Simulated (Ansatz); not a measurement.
Relaxation of C₂H₇Al (10 atoms, charge 0, multiplicity 1), to a largest force component of 0.03 eV/Å in at most 50 steps.

Theory: RKS PBE/cc-pVDZ in Ansatz 0.2.0.

```xyz
10
Properties=species:S:1:pos:R:3
Al -1.015 -0.672 0.977
H 1.578 0.181 1.374
C 1.995 0.110 0.349
H 1.955 -0.944 0.010
H 1.421 0.750 -0.349
H 3.050 0.447 0.368
C -1.467 -0.062 -0.911
H -2.321 -0.673 -1.301
H -1.820 1.001 -0.920
H -0.640 -0.138 -1.658
```

Problem. Where does it end, and by what steps?

Solution. It converged. The force dipped under the threshold on the way, but the program's further checks kept it going. After 12 steps the energy has fallen by 0.043 eV; H10 moved furthest, 0.52 Å.

```tsv
step	energy less start (eV)	largest force component (eV/Å)	accepted
0	0.0000	0.157	yes
1	-0.0288	0.080	yes
2	-0.0362	0.060	yes
3	-0.0392	0.064	yes
4	-0.0402	0.009	yes
5	-0.0406	0.042	yes
6	-0.0410	0.074	yes
7	-0.0415	0.041	yes
8	-0.0423	0.038	yes
9	-0.0426	0.055	yes
10	-0.0429	0.037	yes
11	-0.0432	0.019	yes
12	-0.0433	0.026	yes
```

```xyz
10
Properties=species:S:1:pos:R:3
Al -1.441 -0.660 1.071
H 1.490 -0.075 1.184
C 2.132 0.169 0.312
H 2.328 -0.753 -0.269
H 1.622 0.910 -0.332
H 3.088 0.589 0.677
C -1.596 -0.129 -0.875
H -2.582 -0.420 -1.310
H -1.496 0.974 -1.013
H -0.809 -0.606 -1.505
```

Whether the end is a true minimum wasn't checked by a vibrational analysis.

Run time: 14 s on 2 threads of Arm Neoverse V2, with other jobs on the host, peak memory 0.12 GiB.
